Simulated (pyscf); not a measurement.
A first-order saddle from PySCF, ωB97X-D3(BJ)/def2-SVP:

```xyz
11

O      1.3946     1.1141     0.0624
Al     1.2457    -0.4987     0.5933
H      1.1188     1.9211     0.4983
H      1.5354    -0.7338     2.3190
H      1.8476    -1.6304    -0.3208
O     -0.4010    -0.9573     1.3698
Si    -1.7700    -1.9193     1.1657
H      0.4613    -0.9475     2.1855
H     -2.8946    -1.3391     1.9462
H     -1.4844    -3.2988     1.6462
H     -2.0945    -1.9334    -0.2853
```
Charge 0, spin multiplicity 1.

Surface: singlet, charge 0. Lowest wavenumbers (cm⁻¹): 1265i, 44, 50, 105, 209.

What reaction is this the transition state of?

HO–AlH₂ + HO–SiH₃ ⇌ HO–AlH–O–SiH₃ + H₂, a four-centre exchange read from left to right: Al–H, H–O broken and Al–O, H–H formed. At ωB97M-D3(BJ)/def2-TZVP it lies -24.5 kJ/mol from the left side and +121.8 kJ/mol from the right (each side as separated species at their lowest minima found). On the reactant side the descent ends in an adduct with a Al–O contact (not fully relaxed), 93.1 kJ/mol under the separated species and 61.2 kJ/mol under the saddle at ωB97X-D3(BJ)/def2-TZVP. At ωB97M-D3(BJ) the saddle lies under the separated reactants, which points to a path from their complex (located at ωB97X-D3(BJ) alone). What is counted as formed (Al–O) is already present as a longer contact in the reactant adduct; forming that adduct is a step of its own. At the saddle there is also a short Al–H contact that neither side keeps. This is the saddle that the search found; another between the same sides may lie lower.
